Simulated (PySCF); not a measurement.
Delta-SCF ions had no search for a lower state. Excitations are Tamm–Dancoff values on a coarser integration grid. The basis has no diffuse functions, so Rydberg states are missing or too high.

# C2H6S, SMILES `CSC` (charge 0, multiplicity 1)

The numbers are results of PBE0-D4/def2-TZVP (PySCF), not measurements.

The HOMO comes out as -6.23 eV. The dipole moment comes out as 1.59 D and the HOMO–LUMO gap is 7.27 eV. The LUMO is 1.04 eV and the S1 excitation (TDA) is 5.55 eV. The S1 oscillator strength comes out as 0.000 and the T1 excitation (TDA) is 4.96 eV. The S1–T1 gap (TDA) is 0.59 eV and the vertical ionisation energy (Delta-SCF) is 8.57 eV. The total energy is -13002.10 eV and the cost is very roughly 40 core-seconds.

Bonds (Å): C1–S2 1.795, C1–H4 1.092, C1–H5 1.090, C1–H6 1.092, S2–C3 1.795, C3–H7 1.092, C3–H8 1.092, C3–H9 1.090. Angles (°): S2–C1–H4 111.2, S2–C1–H5 107.2, S2–C1–H6 111.2, H4–C1–H5 108.7, H4–C1–H6 109.7, H5–C1–H6 108.7, C1–S2–C3 99.4, S2–C3–H7 111.2, S2–C3–H8 111.2, S2–C3–H9 107.2, H7–C3–H8 109.7, H7–C3–H9 108.7, H8–C3–H9 108.7.
